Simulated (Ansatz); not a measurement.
Basis-set extrapolation for CHO2−, SMILES `O=C[O-]` (PBE0-D4/def2-TZVPD geometry, frozen core, Ansatz 0.2.0). Multiplicity 1, RHF reference.

```json
{"": "HF", "def2-TZVPPD": "-188.281570", "def2-QZVPPD": "-188.289136"}
{"": "MP2 correlation", "def2-TZVPPD": "-0.643003", "def2-QZVPPD": "-0.689532"}
{"": "CCSD(T) correlation", "def2-TZVPPD": "-0.669552", "def2-QZVPPD": "-0.712893"}
```

Energies in hartree. Use E(X) = E(∞) + A·exp(−7.88·√X) for Hartree–Fock and E(X) = E(∞) + B·X^(−2.97) for correlation, with X = 3 and 4.

Q: What is the CCSD(T) energy at the basis-set limit?

A: HF limit: -188.289136 + (-0.007566) × 0.13774 = -188.29018. Correlation limit: -0.712893 + (-0.043341) × 0.74074 = -0.74500. Total: -189.03518 hartree, 52.7 kcal/mol below CCSD(T)/def2-TZVPPD.
